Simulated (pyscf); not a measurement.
**Routes from `[SnH2]` [singlet] + `[NH3]`**

Candidate steps break at most two bonds and form at most two. Each was searched with GFN2-xTB (tblite) first. Single points on ωB97X-D3(BJ)/def2-SVP structures (PySCF, gas phase). Correlated levels are frozen-core, on RHF or UHF. ΔMP2 is the change of the MP2 total energy from the triple- to the quadruple-zeta basis. Energies: CCSD(T)/def2-TZVPP + ΔMP2(QZVPP), eV, from the separated reactants, singlet surface; ΔG‡ with ideal gas, 1 atm, RRHO with modes under 100 cm⁻¹ raised to 100, one conformer, R ln 2 for chiral ones without a mode under 150 cm⁻¹.

```tsv
products	type	ΔE‡	ΔE	ΔG‡ 298 K	ΔG‡ 900 K	ν‡ (cm⁻¹)
H₂N–SnH₃	insertion	1.51	-0.71	1.82	2.62	1505i
SnH₂ [singlet] + NH₃	four-centre exchange	1.90	0.00	2.37	3.11	482i
```

Row 1: On the reactant side the descent ends in an adduct with a N–Sn contact, 1.06 eV under the separated species and 2.58 eV under the saddle at ωB97X-D3(BJ)/def2-TZVP. 

Under all of these lies the exit to H₂N–SnH: [singlet] + H₂ (barrier +0.59 eV at ωB97M-D3(BJ)). Plain bond fissions and candidates not yet searched are not listed, and one of them may be faster. Each barrier is that of the saddle found; lower ones may exist. One closed-shell reference is unstable to symmetry breaking; treat the single-reference values with care. The CCSD(T) − MP2 part came from Ansatz, without density fitting, on the same reference. The frozen core leaves the outer d or s,p core shells of the metals and heavy elements correlated in the MP2 and CC values, and def2-TZVPP describes them poorly, which can shift differences by a few kcal/mol. Elements past Kr carry the def2 core potentials, without spin-orbit coupling.
